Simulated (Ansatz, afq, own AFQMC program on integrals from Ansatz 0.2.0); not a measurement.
Two steps: Ansatz 0.2.0 writes the Fock matrix and Cholesky factors of the valence space, and afq projects on them the lowest state that overlaps trial and start.

```yaml
crystal:
  periodic: [false, false, false]
  atoms:
    - {symbol: B, position_ang: [0.000000, 0.000000, 1.368745]}
    - {symbol: O, position_ang: [0.000000, 0.000000, -0.208255]}
    - {symbol: H, position_ang: [0.000000, 0.000000, -1.160490]}
basis:
  gaussian: {orbitals: cc-pVDZ}
magnetization: {spin_polarized: false}
correlation: {method: ccsd_t, electrons: outside_noble_gas, hamiltonian_folder: ham}
```

```sh
$ ansatz run in.yaml --threads 1 --pin off --events-out ev --progress --plain --max-ram 1382MiB
```

Options of the walk:

```
--method phaseless --trial hf --walkers 200 --populations 1 --least-time 40 --time-step 0.005 --steps-per-block 20 --equilibration-blocks 112 --max-blocks 600 --target-error 0.00114 --factor-cut 1e-05 --seed 557 --taylor-order 6
```

Times are imaginary, in 1/Eh. The walk had a cap of 512 s.

Log:

```
orbitals 31  electrons 5 5  factors 215 of 304
reference energy -100.04706944 Eh
CCSD correlation -0.27741016 Eh in 11 cycles, weight of the determinant in the CISD state 0.8757
energy of the start -100.047070 Eh
 block  time / (1/Eh)  mean weight  energy / Eh
     1     0.100  1.0037  -100.123478
     2     0.200  1.0026  -100.177470
     3     0.300  1.0005  -100.207948
     4     0.400  1.0020  -100.241695
     5     0.500  1.0008  -100.247224
    10     1.000  1.0004  -100.337225
    86     8.600  1.0006  -100.321730
   120    12.000  1.0010  -100.288293
   171    17.100  0.9995  -100.299306
   256    25.600  1.0004  -100.354496
   341    34.100  0.9982  -100.333394
   426    42.600  1.0017  -100.373220
   511    51.100  1.0001  -100.385284
   596    59.600  1.0012  -100.359530
   681    68.100  0.9990  -100.394518
   698    69.800  0.9989  -100.288430
blocks merged  error / Eh  count
     1  0.001271  600
     2  0.001690  300
     4  0.002217  150
     8  0.002824  75
    16  0.003381  37
    32  0.003723  18
    64  0.003234  9
energy -100.345398 +/- 0.003723 Eh
(rows thinned)
```

The run failed at least one of its tests; the cautions name the faults. The second half of the sampling lies below the first by 1.6 errors of their difference, so the energy may still be moving and its error bar be too small.

Against this walk (error 101.3 meV) on the same determinant: CCSD(T) 313.3 meV higher, CCSDT(Q) 260.4 meV higher, a separate phaseless walk with a CISD trial and standard settings 268.4 ± 102.4 meV higher. The error is statistical and leaves out the bias of the constraint.

Cautions: constraint bias not in the error; error above the target (101.3 against 31.0 meV); higher spins were not checked; raised T1 diagnostic (T1 0.027, weight of the determinant 0.88, largest double 0.11).

The walk took 2.3 min on 1 thread of Arm Neoverse V2, with other jobs on the host. The log's last line is the phaseless energy.

CCSDT and higher add their correlation energy to the determinant of the CCSD(T) run, since their own runs factorise the integrals more tightly (a shift of under 2 meV). A walk keeps the symmetry of its determinant, which the program's search chose and which needn't be the lowest solution, so a lower state of the same spin and another symmetry isn't excluded.
